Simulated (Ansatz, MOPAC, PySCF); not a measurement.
Pair of molecules: CH5N (SMILES CN) (first 7 atoms) with CH5N (SMILES CN); geometry from S66by8 set.
(charge 0, multiplicity 1):
```xyz
14

N     -1.561     0.236    -0.643
H     -0.733    -0.349    -0.694
H     -2.223    -0.153    -1.301
C     -2.121     0.157     0.704
H     -3.015     0.775     0.765
H     -2.385    -0.851     1.042
H     -1.403     0.564     1.413
N      1.732    -0.730    -0.467
H      2.028    -0.455    -1.395
H      2.356    -1.477    -0.192
C      1.892     0.405     0.446
H      1.622     0.091     1.452
H      2.900     0.827     0.483
H      1.200     1.191     0.154
```

Monomers are frozen at their geometry in the pair; levels with a basis set take the counterpoise correction. Rows marked so take none.

Cores are frozen in the correlated methods. Rows in 3-21G, 6-31G* carry no dispersion term and start afresh at each structure (6-31G* with six Cartesian d functions). MP2/6-31G* freezes PySCF's default core. The state that PM3, PM7 reach isn't checked; PM7 holds dispersion and hydrogen-bond terms.

Run with Ansatz (a program for electronic structure) with Gaussian orbitals; MOPAC for PM3, PM7 (differences of heats of formation); PySCF for 3-21G rows, 6-31G* rows, the dispersion terms. 

Other levels give for the interaction energy: PBE/def2-TZVPPD -2.92; B3LYP/def2-TZVPPD -2.15; B3LYP-D3(BJ)/def2-TZVPPD -3.78; wB97M-V/def2-TZVPPD -3.64; CCSD(T)/aug-cc-pVDZ -3.41 kcal/mol.

Task: What do these common cheap choices give for the same quantity: PM3, PM7, HF/3-21G (no counterpoise), HF/6-31G* (no counterpoise), B3LYP/3-21G (no counterpoise), B3LYP/6-31G*, B3LYP/6-31G* (no counterpoise), MP2/6-31G* (no counterpoise)?

Result: PM3 -0.26; PM7 -5.15; HF/3-21G (no counterpoise) -4.96; HF/6-31G* (no counterpoise) -2.89; B3LYP/3-21G (no counterpoise) -6.36; B3LYP/6-31G* -2.59; B3LYP/6-31G* (no counterpoise) -3.84; MP2/6-31G* (no counterpoise) -4.70 kcal/mol. They span -6.36 to -0.26 kcal/mol.
